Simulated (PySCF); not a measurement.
**PH₃⁺: doublet, from a trigonal planar start**

Where does doublet PH₃⁺ go from a trigonal planar start, is the end point a minimum, and what are its modes, charges and moments?

Computed with PySCF 2.14.0. Level: PBE0, basis P def2-TZVP, H def2-TZVP, no relativity, density fitting.

### Step 1. Where the work starts

4 atoms, charge 1, spin multiplicity 2.

Bond lengths: P1–H2 1.401 Å, P1–H3 1.401 Å, P1–H4 1.401 Å. Angles: H2–P1–H3 120.0°, H2–P1–H4 120.0°, H3–P1–H4 120.0°.

Coordinates in bohr (charge 1 multiplicity 2):
```
P     0.0000    0.0000    0.0000
H     2.6483    0.0000    0.0000
H    -1.3241    2.2934    0.0000
H    -1.3241   -2.2934    0.0000
```

### Step 2. Finding the electronic state

One driver script runs all steps and calls PySCF; scf.py shows how it sets up the SCF of each step. The optimiser is the driver's own. After this first run the driver tries any further starts and a stability analysis.

The input, scf.py:

```python
from pyscf import gto, scf, dft
mol = gto.M(atom='''
P      0.000000     0.000000     0.000000
H      1.401400     0.000000     0.000000
H     -0.700700     1.213600     0.000000
H     -0.700700    -1.213600     0.000000''',
    basis={'P': 'def2-TZVP', 'H': 'def2-TZVP'},
    charge=1, spin=1)
mf = dft.UKS(mol, xc='PBE0')
mf.grids.atom_grid = (50, 194)
aux = {'P': 'def2-universal-JKFIT', 'H': 'def2-universal-JKFIT'}
mf = mf.density_fit(auxbasis=aux)
mf.conv_tol = 1e-08
mf.diis_space = 10
mf.max_cycle = 60
mf.init_guess = 'minao'
mf.verbose = 4
mf.kernel()
```

Launch:

```console
> OMP_NUM_THREADS=2 python axn.py task.json out
```

Further steps of the session: Relaxing the doublet from the trigonal planar start; Vibrations and properties at this point; Leaving the saddle point; Is it a minimum? Harmonic modes.

**Question.** What will these runs give? Wanted: minimum; geometry; wavenumbers; dipole moment; highest occupied, lowest empty level; polar-tensor charge of P1; zero-point energy; ⟨S²⟩.

As calculated:

```
                                          quantity                                    value
                                           minimum                             doublet, C3v
                                          geometry      P–H 1.405 Å (×3); H–P–H 113.3° (×3)
                                wavenumbers (cm⁻¹)  724 (a1), 1039 (e), 2466 (a1), 2539 (e)
                    dipole moment (centre of mass)                                   0.52 D
highest occupied, lowest empty level (either spin)                        -16.04, -11.36 eV
                         polar-tensor charge of P1                                  +0.70 e
                                 zero-point energy                              61.9 kJ/mol
                               entropy at 298.15 K                          216.5 J/(mol K)
                                              ⟨S²⟩                                    0.754
```

What this shows: The trigonal planar start (D3h) ends in a minimum of C3v symmetry, after a stop at a saddle point 11.4 kJ/mol higher, from which it was pushed off along an imaginary mode. In the infrared the band at 2539 cm⁻¹ (e, stretch) leads. Most of the spin sits on P1 (Mulliken spin 1.01, against 1 for the whole molecule). Only this shape and spin were tried, so other structures or states may lie lower.
